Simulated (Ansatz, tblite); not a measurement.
Removing and adding an electron: the cluster PS2. The state is a doublet with charge 0. Geometry: PBE-D4/def2-TZVP. Ansatz, gas phase; energy differences of separate SCF runs; the oxidised species is a singlet (the triplet lies 0.22 eV higher at PBE0-D4/def2-TZVP); the reduced species is a singlet (the triplet lies 1.14 eV higher at PBE0-D4/def2-TZVPD).

Cartesian coordinates in Å:
```
P -0.053 -0.318 -0.417
S 1.531 0.795 -0.470
S -1.478 -0.477 0.886
```

The xTB rows come from tblite. Correlated methods freeze 15 core orbitals. The structure comes from a short search, and lower isomers may exist.

| level | −HOMO (eV) | vertical IE (eV) | −LUMO (eV) | vertical EA (eV) | HOMO–LUMO gap (eV) | IE − EA (eV) | remarks |
| --- | --- | --- | --- | --- | --- | --- | --- |
| GFN1-xTB | – | 15.10 | – | 6.48 | – | 8.63 | – |
| PBE-D4/def2-TZVPD | 6.18 | – | 5.31 | 2.52 | 0.88 | – | HOMO above zero (-1 singlet), restricted SCF unstable in HF (-1 singlet) |
| r2SCAN-D4/def2-TZVP | 6.47 | 9.45 | 5.09 | – | 1.38 | – | restricted SCF unstable in HF (+1 singlet) |
| PBE0-D4/def2-TZVP | 7.35 | 9.53 | 4.47 | – | 2.88 | – | restricted SCF unstable in HF (+1 singlet) |
| MP2/def2-TZVPD | – | – | – | 2.69 | – | – | restricted SCF unstable (-1 singlet) |
| MP2/def2-TZVPP | – | 8.98 | – | – | – | – | restricted SCF unstable (+1 singlet) |
| CCSD/def2-TZVPP | – | 9.30 | – | – | – | – | large T1 (0.028) (+1 singlet), restricted SCF unstable (+1 singlet) |

Question: Estimate the rows for GFN2-xTB, PBE-D4/def2-TZVP, r2SCAN-D4/def2-TZVPD, PBE0-D4/def2-TZVPD, CCSD/def2-TZVPD, CCSD(T)/def2-TZVPD, CCSD(T)/def2-TZVPP.

Answer: 
| level | −HOMO (eV) | vertical IE (eV) | −LUMO (eV) | vertical EA (eV) | HOMO–LUMO gap (eV) | IE − EA (eV) | remarks |
| --- | --- | --- | --- | --- | --- | --- | --- |
| GFN2-xTB | – | 13.24 | – | 7.70 | – | 5.55 | – |
| PBE-D4/def2-TZVP | 6.11 | 9.23 | 5.22 | – | 0.89 | – | restricted SCF unstable in HF (+1 singlet) |
| r2SCAN-D4/def2-TZVPD | 6.52 | – | 5.15 | 2.52 | 1.37 | – | HOMO above zero (-1 singlet), restricted SCF unstable in HF (-1 singlet) |
| PBE0-D4/def2-TZVPD | 7.40 | – | 4.55 | 2.65 | 2.85 | – | restricted SCF unstable in HF (-1 singlet) |
| CCSD/def2-TZVPD | – | – | – | 2.68 | – | – | large T1 (0.020) (-1 singlet), restricted SCF unstable (-1 singlet) |
| CCSD(T)/def2-TZVPD | – | – | – | 2.64 | – | – | large T1 (0.020) (-1 singlet), restricted SCF unstable (-1 singlet) |
| CCSD(T)/def2-TZVPP | – | 9.11 | – | – | – | – | large T1 (0.028) (+1 singlet), restricted SCF unstable (+1 singlet) |

Run but left out: HF/def2-TZVPP (charge +1 singlet: restricted singlet, unstable towards broken spin symmetry); HF/def2-TZVPD (charge -1 singlet: restricted singlet, unstable towards broken spin symmetry).   A HOMO above zero means that the electron is unbound at that level or that self-interaction error raises the level; the energy of removing that electron tells which. HOMO and LUMO are the levels of the spin that leaves or enters (xTB has no such levels and no spin-polarisation term). Other spin states of the ions may lie lower, which would lower the ionisation energy or raise the affinity. Raw xTB energy differences between charge states are shifted by several eV; the methods need an empirical correction for them.
